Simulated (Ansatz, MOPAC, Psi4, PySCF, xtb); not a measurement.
Two geometries of formic acid, CH2O2, SMILES O=CO, singlet, relaxed at B3LYP-D3(BJ)/def2-SVP with one dihedral held; other torsions can differ between them too.

Structure A

```
5

O      0.8223    -0.4841     0.0108
C     -0.4330    -0.0003     0.0367
O     -0.6810     1.1664     0.0274
H      0.7978    -1.4525     0.0245
H     -1.2140    -0.8016     0.0674
```

Structure B

```
5

O      0.8325    -0.4949     0.0044
C     -0.4358    -0.0057     0.0184
O     -0.6948     1.1576     0.0011
H      0.9959    -1.0245     0.7991
H     -1.2169    -0.8047     0.0562
```

**Question.** Which is lower in energy at the level CCSD(T) on RHF/cc-pVTZ, frozen core // B3LYP-D3(BJ)/def2-SVP in Ansatz (a program for electronic structure), and by how much?

**Answer.** A is lower, by 6.46 kcal/mol (dihedral O3–C2–O1–H4: 180° in A, 120° in B).

E(B) − E(A) in kcal/mol at the other levels, on the same two geometries: B3LYP/def2-TZVP // B3LYP-D3(BJ)/def2-SVP (Psi4) 6.81; B3LYP-D3(BJ)/def2-TZVP // B3LYP-D3(BJ)/def2-SVP (Psi4) 6.80; PBE/def2-TZVP // B3LYP-D3(BJ)/def2-SVP (Psi4) 7.44; PBE-D3(BJ)/def2-TZVP // B3LYP-D3(BJ)/def2-SVP (Psi4) 7.44; wB97X-D/def2-TZVP // B3LYP-D3(BJ)/def2-SVP (Psi4) 6.73; RHF/cc-pVTZ // B3LYP-D3(BJ)/def2-SVP (Ansatz) 5.69; MP2 on RHF/cc-pVTZ, frozen core // B3LYP-D3(BJ)/def2-SVP (Ansatz) 6.77; CCSD on RHF/cc-pVTZ, frozen core // B3LYP-D3(BJ)/def2-SVP (Ansatz) 6.23; PM7, restricted, heats of formation // B3LYP-D3(BJ)/def2-SVP (MOPAC) 2.16; PM3, restricted, heats of formation // B3LYP-D3(BJ)/def2-SVP (MOPAC) 2.99; GFN1-xTB // B3LYP-D3(BJ)/def2-SVP (xtb) 5.00; restricted B3LYP/6-31G*, spherical d // B3LYP-D3(BJ)/def2-SVP (PySCF) 7.07; restricted B3LYP/LANL2DZ // B3LYP-D3(BJ)/def2-SVP (PySCF) 5.86; restricted BP86/6-31G*, spherical d // B3LYP-D3(BJ)/def2-SVP (PySCF) 7.67; restricted Hartree-Fock/6-31G*, spherical d // B3LYP-D3(BJ)/def2-SVP (PySCF) 5.73.
